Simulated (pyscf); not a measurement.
H₂N–SiH₂–Cl (SMILES N[SiH2]Cl) + SiH₄ (SMILES [SiH4]) -> H₂N–SiH₂–Cl (SMILES N[SiH2]Cl) + SiH₄ (SMILES [SiH4]) (four-centre exchange; singlet surface; H–Si, H–Si broken, H–Si, H–Si formed). Optimised with ωB97X-D3(BJ)/def2-SVP in PySCF. Energies in eV from the separated reactants.

```json
[
 {"level": "ωB97X-D3(BJ)/def2-TZVP", "barrier": "1.63", "reaction energy": "0.00"},
 {"level": "PBE/def2-TZVP", "barrier": "1.59", "reaction energy": "0.00"},
 {"level": "PBE0-D3(BJ)/def2-TZVP", "barrier": "?", "reaction energy": "0.00"},
 {"level": "M06-2X/def2-TZVP", "barrier": "1.78", "reaction energy": "0.00"},
 {"level": "ωB97M-D3(BJ)/def2-TZVP", "barrier": "1.76", "reaction energy": "0.00"},
 {"level": "HF/def2-TZVP", "barrier": "?", "reaction energy": "0.00"}
]
```

**Question.** Some entries are withheld; supply them.

**Answer.** 
- PBE0-D3(BJ)/def2-TZVP, barrier: 1.56
- HF/def2-TZVP, barrier: 2.56

The functionals in the table span 0.22 eV in this barrier, from PBE0-D3(BJ) to M06-2X. At the saddle there is also a short Si–Si contact that neither side keeps. This is the saddle that the search found; another between the same sides may lie lower.
